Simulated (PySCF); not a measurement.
# NO2S (OS ... NO): the cost of one run

Programs: PySCF 2.14.0, with routines of our own; each step states its level. All values are computed. Atoms count from 0.

## Step 1: The system as given

4 atoms, charge 0, high-spin multiplicity 4; geometry from: GFN2-xTB fragments, placed rigidly.

The system (radical pair): OS···NO. The radical centres are 2.38 Å apart, face to face; the spin sites are atoms 0, 1 (2 unpaired) and atoms 2, 3 (1 unpaired).

## Step 2: Magnetic exchange: CASSCF and SC-NEVPT2/def2-TZVP (3,3)

Job settings and geometry (Å):

```
{"job": {"kind": "cas", "basis": "def2-TZVP", "active": "magnetic", "zfs": false}, "charge": 0, "high_spin_multiplicity": 4, "spin_sites": [[[0, 1], 2], [[2, 3], 1]]}
S      0.366800     0.288900    -1.188000
O     -1.100300     0.288900    -1.188000
N      0.366800     0.288900     1.188000
O      0.366800    -0.866600     1.188000
```

Level: CASSCF and SC-NEVPT2/def2-TZVP spin states, gas phase.

Run with:

```
$ OMP_NUM_THREADS=1 python exch_run.py task.json out
```

The driver reads the jobs from task.json and runs them one after another.

**Question.** How long does this first job take on 1 thread of Arm Neoverse V1, shared host?

About 6.3 s.
